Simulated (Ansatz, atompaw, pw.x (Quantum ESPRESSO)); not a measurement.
**Equation-of-state test of one PAW (atompaw) potential (B)**

```
Element                 : B (Z = 5)
Generator               : atompaw 4.2.0.5
Type                    : PAW
Functional              : LDA (PW92)
Relativity              : scalar-relativistic
Frozen core             : [He]
Valence charge          : 3
Reference configuration : 2s1.5 2p1.5
Partial waves           : 2s (bound): rc 3.00 bohr; 2s channel at 1.6 Ry: rc 1.45 bohr; 2p (bound): rc 3.00 bohr; 2p channel at 3.65 Ry: rc 3.00 bohr; 3d channel at -0.05 Ry: rc 3.00 bohr; 3d channel at 1.25 Ry: rc 3.00 bohr
Local potential         : troulliermartins scheme with l = 3 at 0 Ry, radius 2.35 bohr
Core correction         : smooth core density matched at 1.65 bohr
Augmentation charge     : besselshape compensation charge, radius 2.35 bohr; PAW radius 3.00 bohr; waves and projectors: custom polynom2 7 10 vanderbiltortho
```

Crystal test: diamond B in pw.x 7.5, no spin, 11³ k-points, Fermi–Dirac smearing 0.01 Ry, cutoffs 40/400 Ry. The lattice is a test structure that the element need not adopt, and mesh and smearing are coarse.

pw.x input:

```
&control
  calculation='scf', prefix='x', pseudo_dir='./', outdir='./tmp', tstress=.true., disk_io='none'
/
&system
  ibrav=0, nat=2, ntyp=1, ecutwfc=40, ecutrho=400, nbnd=10,
  occupations='smearing', smearing='fd', degauss=0.01
/
&electrons
  conv_thr=1e-09, mixing_beta=0.4, electron_maxstep=70
/
ATOMIC_SPECIES
B 1.0 B.UPF
CELL_PARAMETERS angstrom
  0.00000000 2.00183166 2.00183166
  2.00183166 0.00000000 2.00183166
  2.00183166 2.00183166 0.00000000
ATOMIC_POSITIONS crystal
B 0.0000 0.0000 0.0000
B 0.2500 0.2500 0.2500
K_POINTS automatic
11 11 11 0 0 0
```

```bash
pw.x < B.scf.in > B.scf.out
```

How does the run end?

It converges; the pressure is 84.16 GPa against -0.11 GPa from all-electron LAPW. The largest radius (3.00 bohr) exceeds half the bond length (1.64 bohr), so the spheres overlap, which is one possible source of error among others. This is a poor potential for the solid. The log shows:

```
     total energy              =     -20.99169298 Ry
     estimated scf accuracy    <       0.03608834 Ry
     iteration #  3     ecut=    40.00 Ry     beta= 0.40
     total energy              =     -20.99895190 Ry
     estimated scf accuracy    <       0.00002142 Ry
     iteration #  4     ecut=    40.00 Ry     beta= 0.40
     c_bands:  1 eigenvalues not converged
     c_bands:  2 eigenvalues not converged
     c_bands:  1 eigenvalues not converged
     c_bands:  1 eigenvalues not converged
     [... 30 repeated lines left out ...]
     total energy              =     -21.00208559 Ry
     estimated scf accuracy    <       0.00002620 Ry
     [... 5 iterations left out ...]
     iteration # 10     ecut=    40.00 Ry     beta= 0.40
     [... 1 repeated lines left out ...]
     total energy              =     -21.00221287 Ry
     estimated scf accuracy    <          6.4E-09 Ry
     iteration # 11     ecut=    40.00 Ry     beta= 0.40
     total energy              =     -21.00221287 Ry
     estimated scf accuracy    <          4.6E-09 Ry
     iteration # 12     ecut=    40.00 Ry     beta= 0.40
     total energy              =     -21.00221287 Ry
     estimated scf accuracy    <          2.5E-09 Ry
     iteration # 13     ecut=    40.00 Ry     beta= 0.40
     the Fermi energy is     6.8959 ev
!    total energy              =     -21.00221287 Ry
     estimated scf accuracy    <          1.7E-12 Ry
     smearing contrib. (-TS)   =      -0.00380502 Ry
     The total energy is F=E-TS. E is the sum of the following terms:
     one-electron contribution =       7.16404776 Ry
     hartree contribution      =       1.43458323 Ry
     xc contribution           =      -4.57927888 Ry
     ewald contribution        =     -12.81583132 Ry
     one-center paw contrib.   =     -12.20192864 Ry
     convergence has been achieved in  13 iterations
          total   stress  (Ry/bohr**3)                   (kbar)     P=      841.60
     Message from routine punch:
     Nothing written, as per user request (disk_io='none')
```
